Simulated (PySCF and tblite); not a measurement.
Results of a calculation; reference values are marked as such.
System: C3H9O (charge +1), numbered as in [CH3:1][O+:2]([CH3:3])[CH3:4].

For the pyramidal inversion at O2: electronic barrier 1.94 kcal/mol, zero-point change -0.23 kcal/mol, thermal and entropy terms at 250 K a further 0.25 kcal/mol (symmetry numbers apart). The minimum is C3v, the saddle Cs. Level: PBE0/pcSseg-1 + D3(BJ) on PBE0-D3(BJ)/def2-SVP stationary points, with GFN2-xTB thermal terms. Rates follow Eyring's equation with the number of equivalent paths and no tunnelling. Programs: tblite and PySCF.

(1) How many equivalent paths lead out of the minimum?

(2) Work out the rate at 250 K.

The ion is treated without a counter-ion.

Answers

(1) 6: the symmetry number of the minimum is 3, that of the saddle displaced along its mode 1, and the displaced saddle is chiral while the minimum is not, which doubles the count.

(2) ΔG‡ = 1.96 kcal/mol; k_B T/h = 5.2×10¹² s⁻¹; exp(−ΔG‡/RT) = 0.019; times 6 gives k = 6.1×10¹¹ s⁻¹. Wigner's tunnelling factor for the 212i cm⁻¹ mode would be 1.06.
